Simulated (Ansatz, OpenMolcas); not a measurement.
**How basis sets differ on CF2 (SMILES F[C]F)**

CF2, singlet, SMILES `F[C]F`. Each level relaxes the structure for itself.

Quantity: the highest harmonic wavenumber at each level's own minimum, in cm⁻¹. The values are calculated.

| level | kind | program | value (cm⁻¹) |
| --- | --- | --- | --- |
| HF/STO-3G | Hartree–Fock | Ansatz | 1473 |
| HF/3-21G | Hartree–Fock | OpenMolcas | 1322 |
| HF/6-31G* (Cartesian functions) | Hartree–Fock | Ansatz | 1390 |
| HF/cc-pVTZ | Hartree–Fock | OpenMolcas | 1385 |

Harmonic and unscaled. The values span 1322 to 1473 cm⁻¹.
